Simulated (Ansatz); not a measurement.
# C3H7FO: a ladder of functionals and wavefunction methods

The task here is to estimate one member of a computed series from the others.

Computed with Ansatz 0.2.0, Gaussian basis. Level: functionals in def2-TZVPP, the program's frozen cores in correlated methods.

The runs, in order: LDA (SPW92), PBE-D4, revPBE-D4, BLYP-D4, r2SCAN-D4, B97M-V, PBE0-D4, B3LYP-D4, r2SCANh-D4, r2SCAN0-D4, HSE06-D4, BHLYP-D4, CAM-B3LYP-D4, LC-ωPBE, ωB97X-V, ωB97M-V, B2PLYP, PBE-QIDH; CCSD(T)/def2-SVP; CCSD(T)/def2-TZVPP; MP2/def2-QZVPP; extrapolation to the limit; RPA on PBE.

### Structure used throughout

The geometry comes from an earlier relaxation with PBE0-D4 in a triple-zeta def2 set; it is a stationary point, not always the lowest conformer.

SMILES `CCOCF`, 12 atoms, charge 0, spin multiplicity 1.

Atoms are counted from 1 here; the program's logs count them from 0.

Bond lengths: C1–C2 1.505 Å, C1–H6 1.091 Å, C1–H7 1.092 Å, C1–H8 1.092 Å, C2–O3 1.421 Å, C2–H9 1.095 Å, C2–H10 1.099 Å, O3–C4 1.361 Å, C4–F5 1.385 Å, C4–H11 1.099 Å, C4–H12 1.091 Å. Angles: C2–C1–H6 110.6°, C2–C1–H7 110.8°, C2–C1–H8 110.1°, H6–C1–H7 108.4°, H6–C1–H8 108.4°, H7–C1–H8 108.5°, C1–C2–O3 108.4°, C1–C2–H9 111.0°, C1–C2–H10 111.0°, O3–C2–H9 109.6°, O3–C2–H10 109.0°, H9–C2–H10 107.8°, C2–O3–C4 114.3°, O3–C4–F5 111.4°, O3–C4–H11 112.1°, O3–C4–H12 107.7°, F5–C4–H11 106.1°, F5–C4–H12 107.6° and more.

Coordinates:

| atom | x (Å) | y (Å) | z (Å) |
| --- | --- | --- | --- |
| C1 | -0.92268 | 1.26575 | 0.86715 |
| C2 | 0.09618 | 0.55658 | 0.01571 |
| O3 | -0.16215 | -0.83987 | 0.07737 |
| C4 | 0.62359 | -1.59209 | -0.74116 |
| F5 | 1.93055 | -1.63720 | -0.28619 |
| H6 | -0.85476 | 0.93187 | 1.90404 |
| H7 | -1.93417 | 1.06815 | 0.50743 |
| H8 | -0.74940 | 2.34356 | 0.84057 |
| H9 | 1.11212 | 0.75818 | 0.37106 |
| H10 | 0.03383 | 0.88652 | -1.03109 |
| H11 | 0.66897 | -1.18477 | -1.76101 |
| H12 | 0.23491 | -2.61190 | -0.72989 |

The first run:

in.yaml

```yaml
crystal:
  periodic: [false, false, false]
  atoms:
    - {symbol: C, position_ang: [-0.922675, 1.265755, 0.867149]}
    - {symbol: C, position_ang: [0.096176, 0.556581, 0.015713]}
    - {symbol: O, position_ang: [-0.162145, -0.839871, 0.077368]}
    - {symbol: C, position_ang: [0.623586, -1.592086, -0.741155]}
    - {symbol: F, position_ang: [1.930554, -1.637198, -0.286187]}
    - {symbol: H, position_ang: [-0.854758, 0.931869, 1.904044]}
    - {symbol: H, position_ang: [-1.934172, 1.068152, 0.507426]}
    - {symbol: H, position_ang: [-0.749404, 2.343558, 0.840566]}
    - {symbol: H, position_ang: [1.112121, 0.758179, 0.371061]}
    - {symbol: H, position_ang: [0.033833, 0.886522, -1.031085]}
    - {symbol: H, position_ang: [0.668974, -1.184767, -1.761010]}
    - {symbol: H, position_ang: [0.234913, -2.611896, -0.729887]}
basis:
  gaussian: {orbitals: def2-TZVPP}
hamiltonian: {xc: lda}
output: {orbitals: {seedname: orbitals}}
```

Started as:

```bash
$ ansatz run in.yaml --threads 4 --pin off --events-out ev --progress --plain --max-ram 10444MiB
```

Among the steps run: LDA; PBE-D4 (GGA); revPBE-D4 (GGA); BLYP-D4 (GGA); r2SCAN-D4 (meta-GGA); B97M-V (meta-GGA); PBE0-D4 (hybrid); B3LYP-D4 (hybrid); r2SCANh-D4 (hybrid); r2SCAN0-D4 (hybrid); HSE06-D4 (hybrid); BHLYP-D4 (hybrid); CAM-B3LYP-D4 (range-separated); LC-ωPBE (range-separated); ωB97X-V (range-separated); ωB97M-V (range-separated); B2PLYP (double hybrid); PBE-QIDH (double hybrid).

One table of the session follows, with a row left open; its other results are not shown here.

It belongs to the step «Orbital energies across the functionals». 

```
  functional  HOMO (eV)  LUMO (eV)  gap (eV)
 LDA (SPW92)      -6.86       0.46      7.32
      PBE-D4      -6.72       0.60      7.33
   revPBE-D4      -6.66       0.67      7.33
     BLYP-D4          ?          ?         ?
   r2SCAN-D4      -7.05       1.42      8.47
      B97M-V      -7.22       0.77      7.99
     PBE0-D4      -8.33       1.41      9.73
    B3LYP-D4      -8.11       1.04      9.15
  r2SCANh-D4      -7.66       1.65      9.31
  r2SCAN0-D4      -8.57       1.97     10.53
    HSE06-D4      -7.92       1.04      8.95
    BHLYP-D4      -9.91       1.97     11.88
CAM-B3LYP-D4      -9.82       2.14     11.96
     LC-ωPBE     -11.13       3.46     14.59
     ωB97X-V     -10.82       3.26     14.08
     ωB97M-V     -10.75       2.82     13.57
```

**Question.** Estimate the row for BLYP-D4.

Worked estimate for «HOMO (eV)». Against the share of exact exchange, B3LYP-D4 (0.2, -8.11), BHLYP-D4 (0.5, -9.91) give a slope of -6.00 per unit share; at 0 the line stands at -6.91.

**Answer.** HOMO (eV): -6.66; LUMO (eV): 0.56; gap (eV): 7.23. In «HOMO (eV)» the line misses by -0.25.
